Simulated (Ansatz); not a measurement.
What does this script print? It uses Ansatz 0.2.0 through its Python package.

The script, `bh_dimer.py`:
```python
"""Interaction energy of two BH molecules, with the counterpoise correction."""

import ansatz as az
import numpy as np

FIRST = [
    ("B", (0.0, 0.0, -0.5675)),
    ("H", (0.0, 0.0, 0.5675)),
]
SECOND = [
    ("B", (-0.7843, -3.6666, -0.4418)),
    ("H", (-0.6385, -2.5895, -0.1151)),
]

def energy(atoms, ghosts=()):
    molecule = az.Crystal.molecule()
    for symbol, xyz in atoms:
        molecule = molecule.atom(symbol, xyz)
    calc = (
        molecule.calculation()
        .basis(gaussian="def2-SVP")
        .functional("b3lyp", dispersion="d3bj")
    )
    deck = calc.input()
    if ghosts:
        deck = deck.set(az.key.basis.gaussian.ghost_atoms, [{"symbol": s, "position_ang": list(xyz)} for s, xyz in ghosts])
    return az.Session.from_dict(deck).plan().execute().report["free_energy_ev"]


def main() -> None:
    # ghost atoms carry the functions of the partner
    direction = np.array([-0.2209, -0.9714, -0.0865])
    print("shift (A)   counterpoise-corrected interaction (kcal/mol)")
    for shift in (-0.3, 0.0, 0.4, 1.0, 2.0):
        moved = [(s, tuple(np.round(np.array(xyz) + shift * direction, 4))) for s, xyz in SECOND]
        gain = energy(FIRST + moved) - energy(FIRST, moved) - energy(moved, FIRST)
        print(f"{shift:8.2f} {23.060548 * gain:14.3f}")


if __name__ == "__main__":
    main()
```

```console
$ python bh_dimer.py
shift (A)   counterpoise-corrected interaction (kcal/mol)
   -0.30         -2.569
    0.00         -1.696
    0.40         -0.903
    1.00         -0.281
    2.00         -0.011
```

Reading the output:
- The dimer is a generated trial pose of unrelaxed monomers, not a minimum, so the figure is no binding energy, and the basis set is small.
- b3lyp holds the VWN-RPA fit, as in Gaussian; the form of ORCA and Turbomole is b3lyp5.
- Timing: 4.7 s on 1 thread of Arm Neoverse V2, on a shared host, peak memory 0.15 GiB.

(Lines on the test bed's own set-up are left out of the output.)
